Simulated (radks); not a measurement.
**Li²⁺ inside a hard spherical wall**

One table from this session's results is given with a row withheld; the runs are named, their logs left out.

Program: radks (a radial shooting solver on a logarithmic mesh, Libxc functionals) version 1. Level of theory: scalar-relativistic Kohn-Sham, r2SCAN, spin-polarised, spherical densities, finite nucleus; open shells are filled with parallel spins first. These are calculated values, not measurements, unless marked.

## Starting point

```
element            : lithium (Z = 3)
charge             : +2
electrons          : 1
configuration      : 1s1
nuclear rms radius : 2.444 fm
```

The outer shells:

Li²⁺
```
1s [↑ ]
```

The first run:

The run's settings:

```text
Z 3
configuration 1s1 2s0 2p0
relativity scalar-relativistic
functional r2scan,r2scan
spin polarised
nucleus finite rms 2.444 fm
c 137.035999084
```

Among the steps run: The free atom; Wall at 20 bohr; Wall at 12 bohr; Wall at 10 bohr; Wall at 8 bohr; Wall at 7 bohr; Wall at 5 bohr; Wall at 2.5 bohr; Wall at 1.5 bohr.

One of the session's tables, all rows but one given; the rest of the session is left out.

| R (bohr) | E − E(free) (eV) | ε(1s) (eV) |
| --- | --- | --- |
| free | 0.000 | -105.63 |
| 20 | 0.000 | -105.63 |
| 12 | 0.000 | -105.63 |
| 10 | 0.000 | -105.63 |
| 8 | 0.000 | -105.63 |
| 7 | 0.000 | -105.63 |
| 5 | 0.000 | -105.63 |
| 2.5 | ? | ? |
| 1.5 | 1.973 | -102.68 |

Estimate the missing values for R (bohr) = 2.5.

Worked estimate for «E − E(free) (eV)». A straight line through the neighbours (5, 0.000) and (1.5, 1.973) gives 0.000 + (1.973 − 0.000) × (2.5 − 5) / (1.5 − 5) = 1.409; a parabola fitted to 3 rows on both sides gives 1.153.

The run gave: E − E(free) (eV): 0.017; ε(1s) (eV): -105.59. In «E − E(free) (eV)» the line misses by +1.392 and the parabola by +1.136. Between these rows the values bend or scatter more than so simple an estimate can follow.

Shells are not refilled when levels cross, and a hard wall is a model, not a crystal.
